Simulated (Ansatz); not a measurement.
Antifluorite Mg2Ge was calculated with rVV10 (Ansatz, a quantum-chemistry and plane-wave program, PAW).

Numerical settings: plane-wave cutoff 520 eV, 10×10×10 k mesh, Fermi–Dirac smearing 0.01 eV, scalar-relativistic PAW data made under PBE.

Response to compression and expansion:

```csv
V (Å³/atom),P (GPa),direct gap at Γ (eV),smallest gap on the k mesh (eV)
20.877,3.36,1.176,0.197
21.321,2.12,1.050,0.214
21.765,1.01,0.929,0.229
22.209,0.00,0.812,0.244
22.654,-0.90,0.699,0.258
23.098,-1.71,0.590,0.270
23.542,-2.44,0.485,0.280
```

The fundamental gap (0.24 eV at the equilibrium volume, with added k points) lies elsewhere than Γ–Γ.

Measured, for comparison: band gap 0.74 eV (temperature not stated, no zero-point or thermal correction, indirect, Γ–X; as tabulated in Ryu et al. (2019), arXiv:1905.06140).

Spin–orbit coupling is not included.
